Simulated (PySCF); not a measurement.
Homolysis of single bonds, series allenyl-X. All species are isolated molecules in the gas phase. One relaxed conformer stands for each flexible species; it need not be the lowest. Strings in code marks are SMILES.

The numbers are results of ωB97X-D3(BJ)/def2-TZVP // B3LYP-D3(BJ)/def2-TZVP in PySCF, not measurements. 

```json
[
 {"species": "whole molecule (`C=C=CF`)", "dipole moment (D)": "1.80"},
 {"species": "whole molecule (`C=C=CI`)", "dipole moment (D)": "1.45"},
 {"species": "radical fragment (`[C]#C`)", "dipole moment (D)": "0.80"},
 {"species": "radical fragment (`[BH2]`)", "dipole moment (D)": "[?]"}
]
```

Question: What belongs in the gaps?

Answer: 
- radical fragment (`[BH2]`), dipole moment (D): 0.54
